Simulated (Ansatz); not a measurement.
# GeSiCl, quartet in cc-pVDZ: errors against UCCSDT(Q)

Geometry: displaced at random from a stationary point.

```yaml
atoms:
  - { symbol: Cl, position_ang: [0.0811, -0.4115, 2.2939] }
  - { symbol: Si, position_ang: [-0.0838, 0.9578, 0.7342] }
  - { symbol: Ge, position_ang: [-0.0072, -0.1695, -1.4034] }
```

Basis cc-pVDZ; Ansatz 0.2.0. Correlated methods freeze the noble-gas cores and the filled d shells of p-block atoms, which leaves 15 electrons in 39 orbitals. Prefix R: restricted or restricted open-shell reference; prefix U: unrestricted. Active spaces: valence = (13e, 11o, short of the full valence) chosen from the atoms' valence shells. No spin–orbit coupling is included, and no scalar relativity.

Full CI isn't at hand for all of this; UCCSDT(Q) serves as the reference, and is uncertain by about the last step of the cluster series. The frozen core follows each run's orbitals, which can shift R against U totals by a few meV for light atoms and by up to 0.1 eV past Ca.

- UHF ⟨S²⟩: 3.774
- T1 diagnostic (RCCSD): 0.0213
- largest doubles amplitude (RCCSD): 0.097
- T1 diagnostic (UCCSD): 0.0212

| level | E − E(UCCSDT(Q)) (kJ/mol) | share of correlation (%) | wall time |
| --- | --- | --- | --- |
| UHF | 810.2 | 1.70 | – |
| UMP2 | 132.0 | 83.99 | – |
| UCCSD | 35.0 | 95.75 | – |
| UCCSD(T) | 7.1 | 99.14 | 17 s |
| UCCSDT | 2.5 | 99.69 | – |

The correlation energy at UCCSDT(Q), counted from RHF, is -8.542 eV. That run took 66 s on 1 thread of Arm Neoverse V2, shared host.

Run but not shown, since their state or frozen core can't be matched to the reference's or they repeat it: RHF, RMP2, CISD, RCCSD, RCCSD(T), BCCD(T), RCCSDT, RCCSDT(Q), CASSCF (valence space), NEVPT2 (valence space).

Times hold each run's SCF and search for its determinant on a shared host, so for small cases they say little of a method's own cost; they ran on 1 thread of Arm Neoverse V2.

Natural occupations of CASSCF (valence space) about the gap: 1.993 1.985 1.980 1.927 1.017 0.999 0.979 0.064 0.035 0.025; effectively unpaired electrons, Σ n²(2−n)², 3.04.
